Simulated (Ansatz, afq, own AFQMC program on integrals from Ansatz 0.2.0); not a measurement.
## HO, doublet: a scan with AFQMC

```yaml
atoms:
  - { symbol: O, position_ang: [0.0000, 0.0000, 0.0000] }
  - { symbol: H, position_ang: [0.0000, 0.0000, 0.9731] }
```

The O1–H2 distance is changed with both sides rigid. Energies in kcal/mol count from this geometry (0.973 Å) at the same level; the start stands on UHF, each point on the determinant named.

Basis cc-pVDZ. Noble-gas cores (and the filled d shells of Ga–Kr and In–Xe) are frozen. AFQMC by an in-house program on the Cholesky factors that Ansatz 0.2.0 writes for its CCSD(T) run. The CISD trial takes its coefficients from CCSD amplitudes. Released means that phaseless walkers are propagated on without the constraint, phases kept. ± is one standard error of the sampling.

Cautions, each for one point or more: raised T1 diagnostic; strong correlation; the next higher spin lies close; unrestricted determinant spin contaminated.

```csv
r(O1–H2) / Å,det.,T1,weight,⟨S²⟩,PBE0,r2SCAN,CCSD(T)
0.871,UHF,0.005,0.96,0.75,8.3,8.5,8.5
1.093,UHF,0.008,0.95,0.76,5.6,5.2,5.5
1.317,UHF,0.047,0.90,0.90,32.0,30.8,30.8
1.810,UHF,0.065,0.83,1.59,82.5§,81.0§,78.3
2.585,UHF,0.007,0.97,1.74,98.1§,100.3§,93.6
```

(1) Estimate the curve of full CI, counted from the same start.

Answers

(1) 
```json
{"r(O1–H2) / Å": "0.871", "det.": "UHF", "T1": "0.005", "weight": "0.96", "⟨S²⟩": "0.75", "FCI": "8.5", "ph-AFQMC/CISD": "8.5 ± 0.04", "released AFQMC": "–", "CCSDT(Q)": "8.5"}
{"r(O1–H2) / Å": "1.093", "det.": "UHF", "T1": "0.008", "weight": "0.95", "⟨S²⟩": "0.76", "FCI": "5.4", "ph-AFQMC/CISD": "5.4 ± 0.05", "released AFQMC": "5.4 ± 0.05", "CCSDT(Q)": "5.4"}
{"r(O1–H2) / Å": "1.317", "det.": "UHF", "T1": "0.047", "weight": "0.90", "⟨S²⟩": "0.90", "FCI": "30.5", "ph-AFQMC/CISD": "30.8 ± 0.07", "released AFQMC": "30.4 ± 0.06", "CCSDT(Q)": "30.5"}
{"r(O1–H2) / Å": "1.810", "det.": "UHF", "T1": "0.065", "weight": "0.83", "⟨S²⟩": "1.59", "FCI": "76.3", "ph-AFQMC/CISD": "77.0 ± 0.06", "released AFQMC": "76.4 ± 0.09", "CCSDT(Q)": "76.3"}
{"r(O1–H2) / Å": "2.585", "det.": "UHF", "T1": "0.007", "weight": "0.97", "⟨S²⟩": "1.74", "FCI": "93.0", "ph-AFQMC/CISD": "92.9 ± 0.06", "released AFQMC": "92.9 ± 0.05", "CCSDT(Q)": "93.0"}
```

Weight is that of the determinant in the CISD state; at the start T1 is 0.006 and the weight 0.96, and ⟨S²⟩ is 0.75. A dash marks a missing value, a released energy that hasn't settled or a functional that sits on another state. § marks a functional whose ⟨S²⟩ is too high by over 0.1. Largest departures from full CI: CCSD(T) 2.0 kcal/mol at 1.810 (on UHF), ph-AFQMC/CISD 0.6 kcal/mol at 1.810 (on UHF), released AFQMC 0.1 kcal/mol at 1.810 (on UHF) (within the noise), CCSDT(Q) 0.0 kcal/mol at 2.585 (on UHF), PBE0 1.5 kcal/mol at 1.317, r2SCAN 0.4 kcal/mol at 1.317. Functionals count only at points shown to share the start's state and spin. In this small basis the wave-function levels are far from their limit, so their gap to the functionals isn't the functionals' error.

CCSDT and higher add their correlation energy to the determinant of the CCSD(T) run, since their own runs factorise the integrals more tightly (a shift of under 2 meV). A walk keeps the symmetry of its determinant, which the program's search chose and which needn't be the lowest solution, so a lower state of the same spin and another symmetry isn't excluded. Released energies are given only where the last usable release times agree within the noise; a slower fall can still hide under it.
